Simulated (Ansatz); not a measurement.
# SiH₄ (singlet): wave-function methods side by side at distance Si1–H5 = 1.805 Å, cc-pVDZ

How much of the correlation energy of SiH₄ (singlet) does each wave-function method recover here?

Computed with Ansatz 0.2.0, Gaussian basis. Level: cc-pVDZ, core rule «outside noble gas», up to 5 orbitals frozen.

To be run: UHF; CCSD(T) on RHF; BCCD(T) on RHF; CISD; CCSDT(Q) on RHF; CASSCF and MRCISD+Q, 2 electrons in 2 orbitals; CASSCF and NEVPT2, 2 electrons in 2 orbitals; CASSCF and MRCISD+Q, 8 electrons in 8 orbitals; CASSCF and NEVPT4(SD), 8 electrons in 8 orbitals; CASSCF and NEVPT2, 8 electrons in 8 orbitals.

18 further runs of the same task are left out: 2 for a mislabelled method, 12 that didn't finish, 4 set aside as unsound or not needed.

### 1 What is computed

The geometry derives from a PBE0/def2-TZVP stationary point (not a proven minimum). One bond is set to the value named and the two fragments are kept rigid.

5 atoms, charge 0, spin multiplicity 1.

Atoms are counted from 1 here; the program's logs count them from 0.

Bond lengths: Si1–H2 1.485 Å, Si1–H3 1.485 Å, Si1–H4 1.485 Å. Angles: H2–Si1–H3 109.5°, H2–Si1–H4 109.5°, H3–Si1–H4 109.5°.

### 2 UHF

in.yaml

```yaml
crystal:
  periodic: [false, false, false]
  atoms:
    - {symbol: Si, position_ang: [-0.005814, 0.005823, 0.005778]}
    - {symbol: H, position_ang: [0.850036, 0.864568, 0.862608]}
    - {symbol: H, position_ang: [-0.865366, -0.848599, 0.863223]}
    - {symbol: H, position_ang: [-0.860543, 0.861358, -0.855372]}
    - {symbol: H, position_ang: [1.037870, -1.039593, -1.031456]}
basis:
  gaussian: {orbitals: cc-pVDZ}
magnetization: {spin_polarized: true, initial_magnetization: 0}
hamiltonian: {xc: hf}
output: {orbitals: {seedname: orbitals}}
```

Started as:

```
ansatz run in.yaml --threads 1 --pin off --events-out ev --progress --plain --max-ram 2393MiB
```

Further steps of the session: CCSD(T) on RHF; BCCD(T) on RHF; CISD; CCSDT(Q) on RHF; CASSCF and MRCISD+Q, 2 electrons in 2 orbitals; CASSCF and NEVPT2, 2 electrons in 2 orbitals; CASSCF and MRCISD+Q, 8 electrons in 8 orbitals; CASSCF and NEVPT4(SD), 8 electrons in 8 orbitals; CASSCF and NEVPT2, 8 electrons in 8 orbitals.

**Question.** What will the summary of the whole plan be? Wanted: RCCSDT(Q) below the RHF energy; RMP2 from RCCSDT(Q); RCCSD from RCCSDT(Q); RCCSD(T) from RCCSDT(Q); NEVPT2 pair from RCCSDT(Q); MRCISD+Q pair from RCCSDT(Q); NEVPT2 valence from RCCSDT(Q); T1 diagnostic; effectively unpaired electrons.

The runs gave:

| quantity | value |
| --- | --- |
| RCCSDT(Q) below the RHF energy | -4.1600 eV |
| RMP2 from RCCSDT(Q) | +973.9 meV |
| RCCSD from RCCSDT(Q) | +95.4 meV |
| RCCSD(T) from RCCSDT(Q) | +20.8 meV |
| NEVPT2 pair from RCCSDT(Q) | +889.6 meV |
| MRCISD+Q pair from RCCSDT(Q) | -11.2 meV |
| NEVPT2 valence from RCCSDT(Q) | +807.8 meV |
| levels within 1 kcal/mol (43 meV) | RCCSD(T), BCCD(T), RCCSDT, MRCISD+Q pair, MRCISD+Q valence |
| T1 diagnostic | 0.012 |
| effectively unpaired electrons | 0.02 |

In words: RCCSD(T) misses by +20.8 meV, 0.5 % of the correlation energy. One determinant dominates. Of the multireference levels listed MRCISD+Q valence comes nearest in total energy (+9.8 meV), which doesn't show that its space is the better one. These misses are within one basis, not against nature.
